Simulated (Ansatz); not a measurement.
How far each method lies from full CI for HAlB, quartet

Geometry: a point of a stretch scan, not a stationary point.

| atom | x (Å) | y (Å) | z (Å) |
| --- | --- | --- | --- |
| B | 0.0000 | 0.0000 | 1.9180 |
| Al | 0.0000 | 0.0000 | -0.0190 |
| H | 0.0000 | 0.0000 | -1.8990 |

Basis 6-31G; Ansatz 0.2.0. Correlated methods freeze the noble-gas cores, which leaves 7 electrons in 18 orbitals. R marks a restricted (for open shells ROHF) determinant, U an unrestricted one. Active spaces: valence = (7e, 9o) chosen from the atoms' valence shells; pair = (5e, 5o) about the gap.

Full CI is exact within this basis and frozen core; it isn't the basis-set limit. The frozen core follows each run's orbitals, which can shift R against U totals by a few meV.

For open shells CISD and CISDTQ are restricted-active-space CI with the open shells as a complete middle space.

The UHF ⟨S²⟩ is 3.755 and the T1 diagnostic (RCCSD) is 0.0333. The largest doubles amplitude (RCCSD) is 0.095. The T1 diagnostic (UCCSD) is 0.0295.

```
   level  E − E(RHF) (eV)
     UHF          -0.0296
    RMP2          -1.6729
    UMP2          -1.6737
   RCCSD          -2.3347
   UCCSD          -2.3357
RCCSD(T)          -2.4103
UCCSD(T)          -2.4106
```

(1) Estimate how far full CI in 6-31G lies from RCCSD(T). The table doesn't fix it; the size of (T) and the diagnostics are the guide.

(1) Full CI in 6-31G lies 0.95 kcal/mol below RCCSD(T), which is 55 % of the (T) step (-1.74 kcal/mol). T1 is raised, and the rest is a large part of (T).

The other levels:

| level | E − E(full CI) (kcal/mol) | share of correlation (%) | wall time |
| --- | --- | --- | --- |
| CISD | 4.64 | 91.79 | 0.7 s |
| BCCD(T) | 0.99 | 98.26 | 0.73 s |
| RCCSDT | 0.22 | 99.60 | – |
| UCCSDT | 0.22 | 99.61 | – |
| CISDTQ | 0.10 | 99.83 | 6 s |
| RCCSDT(Q) | 0.06 | 99.89 | 2.3 s |
| UCCSDT(Q) | 0.05 | 99.91 | 2.1 s |
| RCCSDTQ | 0.01 | 99.98 | 13 s |
| UCCSDTQ | 0.01 | 99.99 | 13 s |
| CASSCF (pair space) | 43.15 | 23.67 | – |
| NEVPT2 (pair space) | 15.66 | 72.30 | 0.27 s |
| MRCISD (pair space) | 3.61 | 93.61 | – |
| MRCISD+Q (pair space) | 0.61 | 98.92 | 0.66 s |
| CASSCF (valence space) | 12.41 | 78.05 | – |
| NEVPT2 (valence space) | 3.75 | 93.37 | 2.2 s |
| MRCISD (valence space) | 0.34 | 99.40 | – |
| MRCISD+Q (valence space) | 0.13 | 99.77 | 3.5 s |

The correlation energy at full CI, counted from RHF, is -2.452 eV. That run took 4 s on 1 thread of Arm Neoverse V1, shared host over 331,072 determinants.

Times hold each run's SCF and search for its determinant on a shared host, so for small cases they say little of a method's own cost; they ran on 1 thread of Arm Neoverse V1.

The full-CI state has the irrep A2 of C2v, in the program's axes (one component, if the state is degenerate).

Natural occupations of full CI about the gap: 1.949 1.921 0.989 0.972 0.972 0.076 0.041 0.041 0.017 0.006; effectively unpaired electrons, Σ n²(2−n)², 3.06.
